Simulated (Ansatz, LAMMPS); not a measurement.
Electronic dielectric constant ε∞ of cubic perovskite KTaO3: levels of theory against measurement

Reference value: 4.59 (measured, 300 K, copied from a table, unchecked, long-wavelength limit of the electronic terms of a dispersion formula fitted to measured refractive indices over 0.4-1.06 um; lattice terms left out; as tabulated in Fujii and Sakudo (1976), doi:10.1143/jpsj.41.888).

Task: What do ionic model exner1995, PBE, r²SCAN give, and how far is each from the reference?

Result: 
```json
[
 {"level (code)": "ionic model exner1995 (shell model, LAMMPS)", "value": "4.38", "cell (Å³/atom)": "12.29", "difference (%)": "-4.6"},
 {"level (code)": "PBE (Ansatz)", "value": "5.41 ± 0.02", "cell (Å³/atom)": "13.04", "difference (%)": "+17.9"},
 {"level (code)": "r²SCAN (Ansatz)", "value": "4.90", "cell (Å³/atom)": "12.71", "difference (%)": "+6.8"}
]
```

Leaving aside ionic model exner1995, which can be fitted to such values or carry a doubt: Of these levels r²SCAN (+6.8 %) comes nearest. PBE (+17.9 %) misses by most. Of these only r²SCAN lands within 10 %.

The measured value isn't corrected to a static lattice, so vibrations enter the comparison.  Density-functional levels without +SOC have no spin–orbit coupling. A ± on a computed value is a rough bar: the spread of its extrapolation, a floor set from checks against published values, or a statistical error. Ionic model exner1995, PBE, r²SCAN: the relaxation could not lower the start's symmetry, so the cell can be a saddle point above a distorted one. Each level is taken at its own relaxed cell. Cutoffs differ between the levels. Ansatz's density-functional and Hartree–Fock values are scalar-relativistic unless marked +SOC, with PAW data made under PBE.

Empirical potentials (ionic model exner1995) are fitted to chosen data, which need not cover the solid at hand: agreement can be built in, and what lay outside the fit can be far off.

Differences are worked out from the printed values.

Ansatz is a program for electronic structure.
